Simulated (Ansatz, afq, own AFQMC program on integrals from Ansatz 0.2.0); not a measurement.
Integrals from Ansatz 0.2.0, then the random walk in our own AFQMC program (afq).

```yaml
crystal:
  periodic: [false, false, false]
  atoms:
    - {symbol: Al, position_ang: [0.000000, -0.069574, 0.621549]}
    - {symbol: N, position_ang: [0.000000, 0.050923, -1.142490]}
    - {symbol: H, position_ang: [0.000000, 1.365302, 1.354831]}
    - {symbol: H, position_ang: [0.000000, -0.210517, -2.116631]}
basis:
  gaussian: {orbitals: cc-pVDZ}
magnetization: {spin_polarized: true, initial_magnetization: 2}
correlation: {method: ccsd_t, electrons: outside_noble_gas, hamiltonian_folder: ham}
```

```sh
$ ansatz run in.yaml --threads 1 --pin off --events-out ev --progress --plain --max-ram 1382MiB
```

afq runs on the folder ham with

```
--method phaseless --trial hf --walkers 120 --populations 1 --least-time 40 --time-step 0.005 --steps-per-block 20 --equilibration-blocks 160 --max-blocks 600 --target-error 0.00228 --factor-cut 1e-05 --start spin_pure --seed 1369 --taylor-order 6
```

Times are imaginary, in 1/Eh. The walk had a cap of 1086 s.

Output of the walk:

```
orbitals 36  electrons 6 4  factors 267 of 404
reference energy -297.45933605 Eh
CCSD correlation -0.20735630 Eh in 13 cycles, weight of the determinant in the CISD state 0.9033
energy of the start -297.459686 Eh
 block  time / (1/Eh)  mean weight  energy / Eh
     1     0.100  0.9995  -297.514834
     2     0.200  1.0005  -297.550229
     3     0.300  1.0031  -297.574961
     4     0.400  1.0000  -297.586037
     5     0.500  0.9987  -297.597565
     7     0.700  1.0004  -297.604931
     9     0.900  1.0017  -297.635025
    15     1.500  1.0022  -297.634170
    43     4.300  1.0005  -297.662907
    71     7.100  1.0012  -297.659257
    85     8.500  1.0013  -297.705580
    99     9.900  0.9984  -297.669715
   127    12.700  1.0003  -297.653980
   155    15.500  1.0009  -297.657966
   183    18.300  0.9993  -297.645074
   211    21.100  0.9992  -297.643758
   239    23.900  0.9993  -297.669075
   267    26.700  0.9999  -297.656600
   295    29.500  0.9998  -297.670603
   323    32.300  0.9996  -297.676538
   351    35.100  0.9995  -297.696587
   379    37.900  1.0010  -297.670220
   407    40.700  1.0003  -297.671257
   435    43.500  1.0021  -297.686406
   463    46.300  1.0001  -297.695062
   491    49.100  1.0014  -297.673197
   519    51.900  1.0018  -297.680371
   547    54.700  0.9995  -297.692290
blocks merged  error / Eh  count
     1  0.000816  400
     2  0.001064  200
     4  0.001340  100
     8  0.001644  50
    16  0.001832  25
    32  0.002420  12
energy -297.669771 +/- 0.001832 Eh
(rows thinned)
```

The run passed its tests (sampling time, drift between the halves within three errors, error under three times the target), which doesn't prove that it has relaxed. The second half of the sampling lies below the first by 2.2 errors of their difference, so the energy may still be moving and its error bar be too small.

Against this walk (error 49.9 meV) on the same determinant: CCSD(T) 49.4 meV lower (within the noise), CCSDT(Q) 94.0 meV lower (within the noise), a separate phaseless walk with a CISD trial and standard settings 81.5 ± 51.2 meV lower (within the noise). The error is statistical and leaves out the bias of the constraint.

Cautions: constraint bias not in the error; lower spins were not checked.

The walk took 2.5 min on 1 thread of Intel(R) Xeon(R) Platinum 8488C (Sapphire Rapids), on a shared host. The log's last line is the phaseless energy.

CCSDT and higher add their correlation energy to the determinant of the CCSD(T) run, since their own runs factorise the integrals more tightly (a shift of under 2 meV). A walk keeps the symmetry of its determinant, which the program's search chose and which needn't be the lowest solution, so a lower state of the same spin and another symmetry isn't excluded.
